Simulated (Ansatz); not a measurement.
System: C₂H₂ (charge -1, doublet). 
Structure (B3LYP-D3(BJ)/def2-TZVP (Ansatz, a quantum-chemistry and plane-wave program) minimum search):
```xyz
4

C     -0.6277     0.1375    -0.1172
C      0.5703    -0.0237     0.3175
H     -1.1137    -0.1685    -1.0675
H      1.4580    -0.5144    -0.1343
```
Charge -1, spin multiplicity 2.

Basis-set convergence of Hartree-Fock and MP2 correlation energies (hartree) with Ansatz. Cores are frozen in the correlated levels unless marked. Open shells are spin-unrestricted. No spin-orbit coupling. Non-relativistic.

```
basis        functions      E(HF)  E(corr, MP2)
-----------  ---------  ---------  ------------
def2-SVPD           56  -76.67431      -0.27898
def2-TZVPPD        108  -76.76389      -0.32614
def2-QZVPPD        192  -76.76839      -0.34557
```

Extrapolating the two largest sets (X = 3 and 4) as X^-3: E(corr) = (64·(-0.34557) - 27·(-0.32614))/37 = -0.3597 Eh, an estimate of the basis-set limit. The largest set recovers 96.1 % of it, the smallest 77.5 %.
